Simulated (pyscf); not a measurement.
PH₃ + InH [singlet] → H₂P–InH₂, an insertion (singlet surface; H–P broken, In–P, H–In formed). PySCF, gas phase, ωB97X-D3(BJ)/def2-SVP geometries. MP2 and CC: frozen core, UHF for open shells. ΔMP2 is the change of the MP2 total energy from the triple- to the quadruple-zeta basis. Energies in kcal/mol from the separated reactants.

Small-basis levels: PySCF, no dispersion term, spherical d functions. AM1 to PM7: differences of heats of formation from MOPAC. GFN2-xTB: tblite. Cost: rough CPU time at the saddle relative to B3LYP/6-31G*+LANL2DZ, from one job on a shared machine.

```tsv
level	barrier	reaction energy	cost
MP2/6-31G*+LANL2DZ	43.7	-8.6	0.2
SVWN5/6-31G*+LANL2DZ	20.3	-18.0	0.7
BP86/6-31G*+LANL2DZ	29.1	-12.8	1
B3LYP/LANL2DZ	33.6	-14.5	0.6
B3LYP/6-31G*+LANL2DZ	37.6	-10.9	1
M06-2X/6-31G*+LANL2DZ	38.5	-13.9	2
GFN2-xTB	38.5	+8.1	under 0.02
PM6	58.3	-14.1	under 0.02
PM7	96.1	+31.7	under 0.02
CCSD(T)/def2-TZVPP + ΔMP2(QZVPP)	35.0	-11.3	–
```

Against the last row the barrier runs from -14.6 (SVWN5/6-31G*+LANL2DZ) to +61.2 kcal/mol (PM7). CCSD(T)/def2-TZVPP + ΔMP2(QZVPP) has limits of its own. On the reactant side the descent ends in an adduct with a In–P contact, 9.2 kcal/mol under the separated species and 45.8 kcal/mol under the saddle at ωB97X-D3(BJ)/def2-TZVP. What is counted as formed (In–P) is already present as a longer contact in the reactant adduct; forming that adduct is a step of its own. One saddle was located; it need not be the lowest between these sides. The CCSD(T) − MP2 part came from Ansatz, without density fitting, on the same reference. The frozen core leaves the outer d or s,p core shells of the metals and heavy elements correlated in the MP2 and CC values, and def2-TZVPP describes them poorly, which can shift differences by a few kcal/mol. Elements past Kr carry the def2 core potentials, without spin-orbit coupling.
